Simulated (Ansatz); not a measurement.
**SiNH (quintet): wave-function methods side by side, def2-QZVPP**

An exercise on one series of results from a longer session: the logs are not shown, and one member is left open.

Program: Ansatz 0.2.0, Gaussian basis. Level of theory: def2-QZVPP, core rule «outside noble gas», up to 6 orbitals frozen. These are calculated values, not measurements.

Plan: UHF; ROHF; CCSD(T) on UHF.

2 further runs of the same task are left out: 2 set aside as unsound or not needed.

**The geometry**

The geometry is a PBE0/def2-TZVP stationary point (not a proven minimum) of the parent state, kept for this charge and spin.

3 atoms, charge 0, spin multiplicity 5.

Atoms are counted from 1 here; the program's logs count them from 0.

Bond lengths: Si1–N2 1.701 Å, N2–H3 1.020 Å. Angles: Si1–N2–H3 125.4°.

The first run:

in.yaml reads:

```yaml
crystal:
  periodic: [false, false, false]
  atoms:
    - {symbol: Si, position_ang: [0.000000, 0.032951, 0.605869]}
    - {symbol: N, position_ang: [0.000000, -0.113788, -1.088955]}
    - {symbol: H, position_ang: [0.000000, 0.663088, -1.749585]}
basis:
  gaussian: {orbitals: "def2-QZVPP.json"}
magnetization: {spin_polarized: true, initial_magnetization: 4}
hamiltonian: {xc: hf}
output: {orbitals: {seedname: orbitals}}
```

Run with:

```console
$ ansatz run in.yaml --threads 1 --pin off --events-out ev --progress --plain --max-ram 3968MiB --backend cpu
```

Steps of the session up to this table: UHF; ROHF; CCSD(T) on UHF.

One of the session's tables, all rows but one given; the rest of the session is left out.

| method | from UCCSD(T) (kJ/mol) |
| --- | --- |
| ROHF | ? |
| UHF | +691.7 |
| UMP2 | +86.1 |
| UCCSD | +28.1 |
| UCCSD(T) | 0 |

Estimate the missing values for ROHF.

As computed: from UCCSD(T) (kJ/mol): +709.6. In the column «from UCCSD(T) (kJ/mol)» it is the highest.
